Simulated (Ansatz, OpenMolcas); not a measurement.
**BN (boron nitride): methods side by side**

BN: 2 atoms, total charge 0, spin state triplet. SMILES: `B#N`. The shape is that of a GFN2-xTB optimisation.

```xyz
2

B     0.0000    0.0000    0.0000
N     0.0000    0.0000    1.2684
```

Quantity: the energy change with the B1–N2 bond stretched from 1.268 to 2.537 Å, in eV. The values are calculated.

| level | kind | program | value (eV) |
| --- | --- | --- | --- |
| UHF/6-31G | Hartree–Fock | Ansatz | 1.40 |
| UPBE/6-31G | GGA | Ansatz | 3.51 |
| U-r2SCAN/6-31G | meta-GGA | Ansatz | 3.44 |
| UBHLYP/6-31G | global hybrid | Ansatz | 2.99 |
| UMP2/6-31G | perturbation theory | Ansatz | 3.12 |
| UBCCD(T)/6-31G | coupled cluster or CI | Ansatz | 2.63 |
| UCCSD(T)/6-31G | coupled cluster or CI | Ansatz | 2.63 |
| UCCSDT(Q)/6-31G | coupled cluster or CI | Ansatz | 2.63 |
| FCI/STO-3G | exact in the basis | OpenMolcas | 3.45 |

The first shape isn't each level's own minimum. The values span 1.40 to 3.51 eV. Spin contamination of the reference (⟨S²⟩ at least 0.1 too high) touches UHF/6-31G, UPBE/6-31G, U-r2SCAN/6-31G, UBHLYP/6-31G, UMP2/6-31G, UBCCD(T)/6-31G, UCCSD(T)/6-31G, UCCSDT(Q)/6-31G. The coupled-cluster rows rest on a doubtful reference here (large T1 or Brueckner and Hartree–Fock orbitals at odds), and rows may lie in different states. All rows use very small basis sets, so none should be taken for the real molecule's value.
